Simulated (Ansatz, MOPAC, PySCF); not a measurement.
Gas-phase reaction in SMILES: [N-](C)C → CC[NH-]

Wanted: isomerisation energy (enthalpy at 298 K), in kcal/mol. Set-up: no spin-orbit coupling; six Cartesian d functions in 6-31G* and its kin unless marked 5d; non-relativistic; PM7 with its own dispersion and hydrogen-bond terms; no dispersion term unless named; 6-311+G** with 5d; LANL2DZ all-electron up to Ne. First-principles rows: single points at B3LYP-D3(BJ) geometries (Ansatz, a first-principles code), with unscaled harmonic terms from B3LYP/6-31G* at its own minima. Semi-empirical rows: MOPAC heats of formation at their own minima for 298 K. Anions need diffuse functions, which STO-3G, LANL2DZ, def2-SVP, cc-pVDZ and Pople sets without + lack.

```
level             program  isomerisation energy (enthalpy at 298 K) (kcal/mol)
----------------  -------  ---------------------------------------------------
PM7                 MOPAC                                                 -4.1
PBE/LANL2DZ        Ansatz                                                 -3.8
PBE/6-31G*         Ansatz                                                  5.4
PBE/6-311+G**      Ansatz                                                 -3.6
BP86/6-31G* (5d)    PySCF                                                  5.5
B3LYP/6-31G*       Ansatz                                                  4.7
B3LYP/6-31G**      Ansatz                                                  3.0
B3LYP/def2-TZVPD   Ansatz                                                 -2.6
PBE0/def2-TZVPD    Ansatz                                                 -2.3
```

No value to compare with is used here. The 7 habitual levels span -4.1 (PM7) to 5.5 kcal/mol (BP86/6-31G* (5d)); PBE0/def2-TZVPD gives -2.3.

The levels are drawn from those run, B3LYP/6-31G* more often than the rest, none by its result; runs whose electronic state is in doubt are left out.
